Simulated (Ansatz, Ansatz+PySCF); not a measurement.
```xyz
2

O     0.0000    0.0000   -0.6417
O     0.0000    0.0000    0.6417
```

UHF on triplet O₂ was run in several spherical basis sets with Ansatz (development build ahead of 0.2.0). Caution for UHF: the determinant breaks the point group.

Task: Rank the basis sets by the total energy that they give, lowest first, with the distance from the lowest.
A. def2-SVP
B. def2-TZVP
C. cc-pVDZ
D. 6-31G(d)
E. cc-pVTZ

Result: B (0.00 eV), E (0.22 eV), C (1.50 eV), D (1.90 eV), A (5.29 eV).

Totals follow the description of the cores as much as that of the bonds, so this order isn't one of quality for chemistry.
